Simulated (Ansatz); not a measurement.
**CH3B (quintet): the correlation ladder, def2-QZVPP**

One table from this session's results is given with a row withheld; the runs are named, their logs left out.

Computed with Ansatz 0.2.0, Gaussian basis. Level: def2-QZVPP, core rule «outside noble gas», up to 2 orbitals frozen.

Plan: UHF; ROHF; CCSD(T) on UHF.

2 further runs of the same task are left out: 2 set aside as unsound or not needed.

### What is computed

The geometry is a PBE0/def2-TZVP stationary point (not a proven minimum) of the parent state, kept for this charge and spin.

5 atoms, charge 0, spin multiplicity 5.

Atoms are counted from 1 here; the program's logs count them from 0.

Bond lengths: B1–C2 1.511 Å, B1–H3 1.194 Å, C2–H4 1.092 Å, C2–H5 1.087 Å. Angles: C2–B1–H3 128.3°, B1–C2–H4 123.5°, B1–C2–H5 123.0°, H4–C2–H5 113.6°.

The first run:

in.yaml reads:

```yaml
crystal:
  periodic: [false, false, false]
  atoms:
    - {symbol: B, position_ang: [0.000000, -0.166725, 0.821814]}
    - {symbol: C, position_ang: [0.000000, 0.069000, -0.670687]}
    - {symbol: H, position_ang: [0.000000, 0.643783, 1.698084]}
    - {symbol: H, position_ang: [0.000000, 1.062299, -1.123373]}
    - {symbol: H, position_ang: [0.000000, -0.740028, -1.397397]}
basis:
  gaussian: {orbitals: "def2-QZVPP.json"}
magnetization: {spin_polarized: true, initial_magnetization: 4}
hamiltonian: {xc: hf}
output: {orbitals: {seedname: orbitals}}
```

The run is started by

```bash
ansatz run in.yaml --threads 1 --pin off --events-out ev --progress --plain --max-ram 2393MiB
```

Steps of the session up to this table: UHF; ROHF; CCSD(T) on UHF.

One of the session's tables, all rows but one given; the rest of the session is left out.

```
  method  from UCCSD(T) (kcal/mol)
    ROHF                   +162.67
     UHF                         ?
    UMP2                    +24.69
   UCCSD                     +6.49
UCCSD(T)                         0
```

Estimate the missing values for UHF.

The run gave: from UCCSD(T) (kcal/mol): +159.35. In the column «from UCCSD(T) (kcal/mol)» it lies between UMP2 (+24.69) and ROHF (+162.67).
